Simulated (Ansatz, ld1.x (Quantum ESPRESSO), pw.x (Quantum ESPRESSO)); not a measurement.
**Equation-of-state test of one TM potential (Zn (Z = 30))**

zinc, norm-conserving Troullier–Martins (Kleinman–Bylander form), made with ld1.x (Quantum ESPRESSO) 7.5 (PBEsol, scalar-relativistic). Core [Ar] 3d10, reference 4s1 4p0 (charge +1). Waves: 4s (bound): rc 1.95 bohr; 4p (bound, empty): rc 2.35 bohr. Local part: all-electron potential smoothed inside 2.05 bohr (lloc = -1). Core correction: Bessel-smoothed model core, default radius (core density twice the valence density).

Crystal test: fcc Zn in pw.x 7.5, no spin, 15³ k-points, Fermi–Dirac smearing 0.01 Ry, cutoffs 50/200 Ry. The reference is all-electron LAPW (Ansatz 0.2.0) with the same functional, mesh and smearing; V0 and B0 come from Birch–Murnaghan fits to the pressures at five volumes. Errors are pseudo minus all-electron; Δ is the rms difference of the E(V) curves that follow from these fits, minima aligned, over ±6 % about the mean V0. Mesh and smearing are coarse, so the numbers serve the comparison and aren't converged zero-temperature values; the lattice is a test structure that the element need not adopt.

| V (Å³/atom) | P all-electron (GPa) | P pseudo (GPa) |
| --- | --- | --- |
| 13.474 | 4.84 | -18.58 |
| 13.828 | 2.12 | -19.07 |
| 14.183 | -0.21 | -19.44 |
| 14.538 | -2.20 | -19.71 |
| 14.892 | -3.90 | -19.89 |

All-electron: a0 = 3.839 Å (V0 = 14.15 Å³/atom), B0 = 87.1 GPa.

Pseudopotential: mean pressure error (GPa): -19.47. The pressure does not cross zero within the volumes sampled, so no fit is given. This is a poor potential for the solid.

**Question.** At the middle volume, how do free energy and pressure move when the wave cutoff is lowered (ecutrho kept at four times it)?

**Answer.**

```
cutoff (Ry)  shift of F (meV/atom)  shift of P (GPa)
         22                  +25.8             -0.53
         30                   +5.0             -0.28
         40                   +0.5             +0.04
```

The run at the middle volume (120 k-points, 7 iterations) took about 5 s on one core of a shared host (Neoverse-V2, 192 threads, 742 GiB, load 80).
